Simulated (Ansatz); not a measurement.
CaB6-type LaB6, treated with r²SCAN+SOC (plane waves, PAW; Ansatz, a program for electronic structure).

Settings: plane-wave cutoff 560 eV, 14×14×14 k mesh, Fermi–Dirac smearing 0.05 eV, PAW data made under PBE.

Cell (relaxed at this level):

Space group Pm-3m (No. 221); a = b = c = 4.1527 Å, α = β = γ = 90.00°

| atom | site | symmetry | x | y | z |
|---|---|---|---|---|---|
| La | 1a | m-3m | 0.0000 | 0.0000 | 0.0000 |
| B | 6f | 4m.m | 0.2000 | 0.5000 | 0.5000 |

Problem. Predict the bulk modulus and pressure derivative B′ of the bulk modulus.

Solution. 
- bulk modulus = 180 GPa
- pressure derivative B′ of the bulk modulus = 3.7

The run finds no gap.

Measured, for comparison: bulk modulus 164 ± 2 GPa (room temperature, not corrected to a static lattice, isothermal; as tabulated in LaB6 under pressure, Phys. Rev. B 80, 172104 (doi 10.1103/PhysRevB.80.172104)). Computed (rounded) less measured: bulk modulus +10 %. A static lattice is as a rule a little smaller and stiffer than an uncorrected measurement, which narrows the difference in the bulk modulus and would widen misses of the other sign.

Note: the bulk modulus comes from volumes at which shape and atoms were relaxed.

Static lattice: no zero-point or thermal effects.

Computing time: very roughly 60 core-minutes.
